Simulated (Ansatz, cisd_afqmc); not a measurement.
Species: HF, charge 0, singlet. HF (SMILES F).
HTBH set geometry:
```xyz
2

F      0.0000     0.0000    -0.0915
H      0.0000     0.0000     0.8238
```
Charge 0, spin multiplicity 1.

Total energies in aug-cc-pVTZ, 8 correlated electrons, 1 frozen orbitals. Radicals and triplets start from unrestricted determinants; spin-orbit coupling is neglected. Cores are frozen in correlated methods. No relativity. The Monte Carlo rows (phaseless AFQMC, CISD trial, step 0.005/hartree) carry one-sigma bars that omit the constraint's bias. Outlying blocks are dropped, and bars are widened where a walk drifts. Over all cases where full CI ran beside it in this data, AFQMC minus full CI had a median of +0.1 mEh and passed +0.4 mEh in a tenth of the cases.

```csv
method,program,energy (Eh),minus CCSDT(Q) (mEh)
HF,Ansatz,-100.06114,288.69
MP2,Ansatz,-100.34084,8.99
CCSD,Ansatz,-100.34204,7.79
CCSD(T),Ansatz,-100.34954,0.29
CCSDT(Q),Ansatz,-100.34983,0.00
AFQMC/CISD,cisd_afqmc,-100.3499 ± 0.0002,-0.1 ± 0.2
```

Ansatz is a quantum-chemistry and plane-wave program.
